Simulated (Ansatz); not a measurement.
**C3H9NO: one species, many methods**

The task here is to estimate one member of a computed series from the others.

Method: functionals in def2-TZVPP, the program's frozen cores in correlated methods; program: Ansatz 0.2.0, Gaussian basis.

Plan: LDA (SPW92), PBE-D4, revPBE-D4, BLYP-D4, r2SCAN-D4, B97M-V, PBE0-D4, B3LYP-D4, r2SCANh-D4, r2SCAN0-D4, HSE06-D4, BHLYP-D4, CAM-B3LYP-D4, LC-ωPBE, ωB97X-V, ωB97M-V, B2PLYP, PBE-QIDH; CCSD(T)/def2-SVP; CCSD(T)/def2-TZVPP; MP2/def2-QZVPP; extrapolation to the limit; RPA on PBE.

**The geometry**

An earlier PBE0-D4 in a triple-zeta def2 set relaxation fixed the geometry.

SMILES `COCCN`, 14 atoms, charge 0, spin multiplicity 1.

Atoms are counted from 1 here; the program's logs count them from 0.

Bond lengths: C1–O2 1.402 Å, C1–H6 1.099 Å, C1–H7 1.090 Å, C1–H8 1.097 Å, O2–C3 1.409 Å, C3–C4 1.521 Å, C3–H9 1.102 Å, C3–H10 1.095 Å, C4–N5 1.451 Å, C4–H11 1.095 Å, C4–H12 1.095 Å, N5–H13 1.014 Å, N5–H14 1.014 Å. Angles: O2–C1–H6 111.2°, O2–C1–H7 107.3°, O2–C1–H8 112.7°, H6–C1–H7 108.8°, H6–C1–H8 108.3°, H7–C1–H8 108.4°, C1–O2–C3 113.7°, O2–C3–C4 113.0°, O2–C3–H9 110.2°, O2–C3–H10 105.7°, C4–C3–H9 110.3°, C4–C3–H10 109.6°, H9–C3–H10 107.9°, C3–C4–N5 115.0°, C3–C4–H11 109.8°, C3–C4–H12 108.4°, N5–C4–H11 108.3°, N5–C4–H12 109.1° and more.

As a file:

```xyz
14
charge 0, multiplicity 1
C    -1.17298    1.30845    0.75666
O     0.12865    1.20890    0.24470
C     0.76797   -0.00885    0.55276
C     0.30219   -1.16195   -0.32360
N     0.47129   -0.95531   -1.74935
H    -1.18249    1.17648    1.84767
H    -1.53861    2.30809    0.52004
H    -1.85900    0.57451    0.31509
H     0.62498   -0.25509    1.61698
H     1.83603    0.16740    0.38945
H    -0.75489   -1.37260   -0.12950
H     0.84592   -2.06458   -0.02635
H     1.45649   -0.88999   -1.97827
H     0.06155   -0.06455   -2.00715
```

Set-up of the first run:

Input file in.yaml:

```yaml
crystal:
  periodic: [false, false, false]
  atoms:
    - {symbol: C, position_ang: [-1.172983, 1.308448, 0.756657]}
    - {symbol: O, position_ang: [0.128653, 1.208898, 0.244697]}
    - {symbol: C, position_ang: [0.767971, -0.008852, 0.552756]}
    - {symbol: C, position_ang: [0.302192, -1.161945, -0.323598]}
    - {symbol: N, position_ang: [0.471289, -0.955311, -1.749352]}
    - {symbol: H, position_ang: [-1.182486, 1.176476, 1.847668]}
    - {symbol: H, position_ang: [-1.538609, 2.308087, 0.520035]}
    - {symbol: H, position_ang: [-1.859003, 0.574511, 0.315088]}
    - {symbol: H, position_ang: [0.624984, -0.255092, 1.616976]}
    - {symbol: H, position_ang: [1.836025, 0.167400, 0.389447]}
    - {symbol: H, position_ang: [-0.754890, -1.372599, -0.129504]}
    - {symbol: H, position_ang: [0.845922, -2.064584, -0.026351]}
    - {symbol: H, position_ang: [1.456488, -0.889988, -1.978272]}
    - {symbol: H, position_ang: [0.061547, -0.064547, -2.007148]}
basis:
  gaussian: {orbitals: def2-TZVPP}
hamiltonian: {xc: lda}
output: {orbitals: {seedname: orbitals}}
```

Launch:

```sh
ansatz run in.yaml --threads 4 --pin off --events-out ev --progress --plain --max-ram 10444MiB
```

Steps of the session up to this table: LDA; PBE-D4 (GGA); revPBE-D4 (GGA); BLYP-D4 (GGA); r2SCAN-D4 (meta-GGA); B97M-V (meta-GGA); PBE0-D4 (hybrid); B3LYP-D4 (hybrid); r2SCANh-D4 (hybrid); r2SCAN0-D4 (hybrid); HSE06-D4 (hybrid); BHLYP-D4 (hybrid); CAM-B3LYP-D4 (range-separated); LC-ωPBE (range-separated); ωB97X-V (range-separated); ωB97M-V (range-separated); B2PLYP (double hybrid); PBE-QIDH (double hybrid).

One of the session's tables, all rows but one given; the rest of the session is left out.

It belongs to the step «Frontier levels by functional». 

| functional | HOMO (eV) | LUMO (eV) | gap (eV) |
| --- | --- | --- | --- |
| LDA (SPW92) | ? | ? | ? |
| PBE-D4 | -5.25 | 0.30 | 5.55 |
| revPBE-D4 | -5.19 | 0.39 | 5.59 |
| BLYP-D4 | -5.17 | 0.29 | 5.45 |
| r2SCAN-D4 | -5.54 | 1.01 | 6.55 |
| B97M-V | -5.73 | 0.48 | 6.20 |
| PBE0-D4 | -6.72 | 1.13 | 7.86 |
| B3LYP-D4 | -6.51 | 0.78 | 7.29 |
| r2SCANh-D4 | -6.09 | 1.26 | 7.35 |
| r2SCAN0-D4 | -6.93 | 1.61 | 8.53 |
| HSE06-D4 | -6.32 | 0.76 | 7.08 |
| BHLYP-D4 | -8.16 | 1.74 | 9.90 |
| CAM-B3LYP-D4 | -8.19 | 1.89 | 10.08 |
| LC-ωPBE | -9.53 | 3.22 | 12.75 |
| ωB97X-V | -9.20 | 3.00 | 12.21 |
| ωB97M-V | -9.13 | 2.57 | 11.70 |

Estimate the missing values for LDA (SPW92).

**Answer.** HOMO (eV): -5.38; LUMO (eV): 0.11; gap (eV): 5.49. In the column «HOMO (eV)» it lies between r2SCAN-D4 (-5.54) and PBE-D4 (-5.25).
